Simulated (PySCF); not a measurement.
Species: C3H5NO2.
Structure used (PBE0-D3(BJ)/def2-SVP), in Å, numbered top down from 1:
```xyz
11
C3H5NO2 angstrom
N      1.4343   -0.3114    0.9158
C      0.9494   -0.4926   -0.3316
O      1.5646   -1.0077   -1.2405
C     -0.4529    0.0628   -0.5801
C     -1.4317    0.1707    0.5527
O     -1.1527    0.2106    1.7257
H      0.8027   -0.0322    1.6617
H      2.3393   -0.7119    1.1268
H     -0.3358    1.0883   -0.9810
H     -0.8950   -0.5122   -1.4072
H     -2.5014    0.2438    0.2333
```

The closed-shell ground state was solved at several levels (PySCF, density fitting, gas phase, non-relativistic).

```tsv
level	basis functions	total energy (Eh)	HOMO (eV)	LUMO (eV)	gap (eV)	dipole (D)
B3LYP/pcJ-1	212	-322.5520	-7.20	-1.59	5.61	2.26
PBE0/def2-SVPD	166	-321.9658	-7.62	-1.49	6.13	2.32
mPW1PW91/pcSseg-2	286	-322.5846	-7.60	-1.44	6.16	2.31
```

Question: What might PBE0/pcSseg-1 (127 basis functions) give for the same quantities?

Answer: Total energy -322.1472 Eh, HOMO -7.48 eV, LUMO -1.32 eV, gap 6.16 eV, dipole 2.27 D.

Question: How far do the dipole and the HOMO energy spread over the levels?

Answer: The dipole runs from 2.26 to 2.32 D (mean 2.29 D) and the HOMO from -7.62 to -7.20 eV.

One conformer stands for the species.
